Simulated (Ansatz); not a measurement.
Geometry optimisation, Ansatz, RKS r2SCAN/STO-3G.

input.yaml

```yaml
crystal:
  periodic: [false, false, false]
  atoms:
    - { symbol: C, position_ang: [-0.1447, 0.3333, 0.7723] }
    - { symbol: C, position_ang: [-0.2523, -0.1889, -0.4502] }
    - { symbol: O, position_ang: [0.8382, -0.6359, -1.1167] }
    - { symbol: Cl, position_ang: [-1.6963, -0.3558, -1.2465] }
    - { symbol: H, position_ang: [-1.0925, 0.7197, 1.2377] }
    - { symbol: H, position_ang: [0.7407, 0.5262, 1.2914] }
    - { symbol: H, position_ang: [1.6682, -0.4667, -0.5337] }
basis:
  gaussian: { orbitals: STO-3G }
hamiltonian:
  xc: r2scan
relax:
  f_tol: 0.02
  max_steps: 40
```

Launched with:

```bash
$ ansatz run input.yaml --threads 1 --pin off --max-ram 2048MiB --backend cpu --events-out ev --progress --plain --runs-dir out
```

Where does it end, and by what steps?

The run converged. Limits of this set-up: minimal basis. After 6 steps the energy has fallen by 0.679 eV; Cl4 moved furthest, 0.10 Å.

```
step  energy less start (eV)  largest force component (eV/Å)  accepted
   0                  0.0000                           4.339       yes
   1                 -0.5523                           2.297       yes
   2                 -0.6581                           0.512       yes
   3                 -0.6625                           0.414       yes
   4                 -0.6709                           0.277       yes
   5                 -0.6792                           0.058       yes
   6                 -0.6794                           0.019       yes
```

```xyz
7
Properties=species:S:1:pos:R:3
C -0.183 0.396 0.811
C -0.200 -0.171 -0.411
O 0.861 -0.668 -1.182
Cl -1.740 -0.400 -1.327
H -1.103 0.737 1.287
H 0.760 0.525 1.348
H 1.666 -0.487 -0.572
```

Run time: 16 s on 1 thread of Arm Neoverse V1, with other jobs on the host, peak memory 0.13 GiB.
